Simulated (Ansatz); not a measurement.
How far each method lies from full CI for HPN⁺, triplet

Geometry: that of the HPN, doublet, kept fixed. The singlet lies 1.3 eV lower here.

| atom | x (Å) | y (Å) | z (Å) |
| --- | --- | --- | --- |
| N | 0.0000 | 0.0742 | 1.0838 |
| P | 0.0000 | -0.0767 | -0.4631 |
| H | 0.0000 | 1.3249 | -0.8309 |

Basis 6-31G; Ansatz 0.2.0. Correlated methods freeze the noble-gas cores, which leaves 10 electrons in 18 orbitals. R marks a restricted (for open shells ROHF) determinant, U an unrestricted one. Active spaces: valence = (10e, 9o) chosen from the atoms' valence shells.

Full CI is exact within this basis and frozen core; it isn't the basis-set limit. The frozen core follows each run's orbitals, which can shift R against U totals by a few meV.

Unrestricted rows (U) aren't spin-pure: their determinants' ⟨S²⟩ exceeds S(S+1) by up to 0.54, so they mix in states of higher spin.

The UHF ⟨S²⟩ is 2.539 and the T1 diagnostic (RCCSD) is 0.0917. The largest doubles amplitude (RCCSD) is 0.157 and the T1 diagnostic (UCCSD) is 0.0849.

```
   level  E − E(RHF) (eV)
     UHF          -0.8303
    RMP2          -3.6744
    UMP2          -3.5257
   RCCSD          -4.7445
   UCCSD          -4.7591
RCCSD(T)          -4.9138
UCCSD(T)          -4.8946
```

Problem. Estimate how far full CI in 6-31G lies from RCCSD(T). The table doesn't fix it; the size of (T) and the diagnostics are the guide.

Solution. Full CI in 6-31G lies 77 meV below RCCSD(T), which is 45 % of the (T) step (-169 meV). T1 is raised, a doubles amplitude is large, and the rest is a large part of (T). The miss exceeds 1 kcal/mol.

The other levels:

```json
{"level": "BCCD(T)", "E − E(full CI) (meV)": "79", "share of correlation (%)": "98.41", "wall time": "3 s"}
{"level": "RCCSDT", "E − E(full CI) (meV)": "40", "share of correlation (%)": "99.20", "wall time": "–"}
{"level": "UCCSDT", "E − E(full CI) (meV)": "39", "share of correlation (%)": "99.22", "wall time": "–"}
{"level": "RCCSDT(Q)", "E − E(full CI) (meV)": "3", "share of correlation (%)": "99.94", "wall time": "6.5 s"}
{"level": "UCCSDT(Q)", "E − E(full CI) (meV)": "9", "share of correlation (%)": "99.82", "wall time": "5.5 s"}
{"level": "RCCSDTQ", "E − E(full CI) (meV)": "4", "share of correlation (%)": "99.93", "wall time": "26 s (H100)"}
{"level": "UCCSDTQ", "E − E(full CI) (meV)": "3", "share of correlation (%)": "99.94", "wall time": "24 s (H100)"}
{"level": "CASSCF (valence space)", "E − E(full CI) (meV)": "1490", "share of correlation (%)": "70.14", "wall time": "–"}
{"level": "NEVPT2 (valence space)", "E − E(full CI) (meV)": "352", "share of correlation (%)": "92.95", "wall time": "2.2 s"}
{"level": "MRCISD (valence space)", "E − E(full CI) (meV)": "61", "share of correlation (%)": "98.78", "wall time": "–"}
{"level": "MRCISD+Q (valence space)", "E − E(full CI) (meV)": "24", "share of correlation (%)": "99.52", "wall time": "3.5 s"}
```

The correlation energy at full CI, counted from RHF, is -4.991 eV. That run took 20 s on 2 threads of AMD EPYC 7R13 with a shared H100 80 GB, shared host over 36,719,424 determinants.

Run but not shown, since their state, orbitals or frozen core can't be matched to the reference's or they repeat it: CISD.

Times hold each run's SCF and search for its determinant on a shared host, so for small cases they say little of a method's own cost; rows without a card ran on 1 thread of AMD EPYC 7R13.

The full-CI state has the irrep A' of Cs, in the program's axes.

Natural occupations of full CI about the gap: 1.982 1.958 1.926 1.844 1.030 0.995 0.158 0.041 0.031 0.010; effectively unpaired electrons, Σ n²(2−n)², 2.21.
